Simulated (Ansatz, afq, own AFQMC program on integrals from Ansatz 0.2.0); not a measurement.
# AFQMC, coupled cluster and functionals along a coordinate of BH₃⁻, doublet

```yaml
atoms:
  - { symbol: B, position_ang: [0.0000, 0.0000, 0.0000] }
  - { symbol: H, position_ang: [1.3495, 0.0162, 0.0036] }
  - { symbol: H, position_ang: [-0.6888, 1.1606, -0.0040] }
  - { symbol: H, position_ang: [-0.6607, -1.1768, 0.0004] }
```

All coordinates are scaled about the centre. Energies in kJ/mol count from this geometry (1.110) at the same level; the start stands on UHF, each point on the determinant named.

Basis aug-cc-pVDZ. Only valence electrons are correlated. Ansatz 0.2.0 and our own AFQMC program on the same integrals; the CISD trial comes from CCSD amplitudes, and released means the phaseless constraint is let go. ± is one standard error of the sampling.

Cautions, each for one point or more: higher spins were not checked; strong correlation; unrestricted determinant spin contaminated; walk and cluster series may follow different spin states.

| scale of all distances | det. | T1 | weight | ⟨S²⟩ | CCSD(T) | ph-AFQMC/CISD | released AFQMC | CCSDT(Q) | r2SCAN | PBE |
| --- | --- | --- | --- | --- | --- | --- | --- | --- | --- | --- |
| 1.301 | UHF | 0.025 | 0.89 | 0.79 | 188.8 | 188.7 ± 1.6 | 187.6 ± 1.8* | 187.6 | 192.3 | 184.1 |
| 1.510 | UHF | 0.061 | 0.81 | 0.98 | 431.7 | 431.9 ± 1.7 | – | 427.2 | 440.4 | 423.7 |
| 1.730 | UHF†¶ | 0.072 | 0.78 | 1.22 | 613.3 | 610.9 ± 1.6 | 603.7 ± 2.4* | 605.0 | 624.9 | 600.4 |
| 2.013 | UHF†¶ | 0.093 | 0.72 | 1.67 | 733.7 | 732.8 ± 2.2 | 724.1 ± 3.2* | 721.1 | 745.0§ | 726.2 |

Weight is that of the determinant in the CISD state; at the start T1 is 0.017 and the weight 0.91, and ⟨S²⟩ is 0.76. ¶ marks points with a poor determinant and no full CI, where no value is sure; they don't count among the departures. An asterisk marks released energies that aren't shown to be converged. A dagger marks points whose determinant fills other symmetries than the start's, so the wave-function levels may follow another state there, or a degenerate partner. A dash marks a missing value, a released energy that hasn't settled or a functional that sits on another state. § marks a functional whose ⟨S²⟩ is too high by over 0.1. Largest departures from phaseless AFQMC with a CISD trial: CCSD(T) -0.2 kJ/mol at 1.510 (on UHF) (within the noise), CCSDT(Q) -4.7 kJ/mol at 1.510 (on UHF), r2SCAN 8.6 kJ/mol at 1.510, PBE -8.1 kJ/mol at 1.510. The walk's constraint bias lies outside its error bars, so these are departures and not errors. Functionals count only at points shown to share the start's state and spin. In this small basis the wave-function levels are far from their limit, so their gap to the functionals isn't the functionals' error.

Some points may be missing: those where a free walk finds a much lower state, and past Zn most of those on another determinant than at the start.

CCSDT and higher add their correlation energy to the determinant of the CCSD(T) run, since their own runs factorise the integrals more tightly (a shift of under 2 meV). A walk keeps the symmetry of its determinant, which the program's search chose and which needn't be the lowest solution, so a lower state of the same spin and another symmetry isn't excluded.
